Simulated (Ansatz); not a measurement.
Process, species as SMILES: [SiH3][SiH3] (Si2H6) [silylsilane] -> [SiH3][SiH3] (Si2H6) as doublet, charge +1 + e-

Wanted: adiabatic ionisation energy (0 K, with zero-point energies), in eV. Set-up: UHF or UKS for open shells; no spin-orbit coupling; non-relativistic; no dispersion term unless named; six Cartesian d functions in 6-31G* and its kin unless marked 5d. First-principles rows: single points at B3LYP-D3(BJ) geometries (Ansatz, a quantum-chemistry and plane-wave program), with unscaled harmonic terms from B3LYP/6-31G* (Ansatz) at its own minima.

| species | coefficient | E at HF/6-31G* (Ansatz), Eh | E at PBE/def2-TZVPD (Ansatz), Eh | zero-point energy, kcal/mol |
|---|---|---|---|---|
| [SiH3][SiH3] (Si2H6) | -1 | -581.30502 | -582.27288 | 30.92 |
| [SiH3][SiH3] (Si2H6) as doublet, charge +1 | +1 | -580.98280 | -581.92384 | 29.63 |

Measured values: CCCBDB table in ASE; they hold spin-orbit and core effects.  Value to compare with, the measured value: 9.74 eV. 1 Eh = 27.2114 eV and 1 eV = 23.0605 kcal/mol.

Problem. Work the quantity out at each level, and compare with the measured value.

Solution. 
- HF/6-31G*: the sum of coefficient times E is 0.32222 Eh, or 8.768 eV; the thermal terms add -0.056. Result: 8.71 eV. Its error against the measured value is -1.03 eV.
- PBE/def2-TZVPD: the sum of coefficient times E is 0.34904 Eh, or 9.498 eV; the thermal terms add -0.056. Result: 9.44 eV. Its error against the measured value is -0.30 eV.
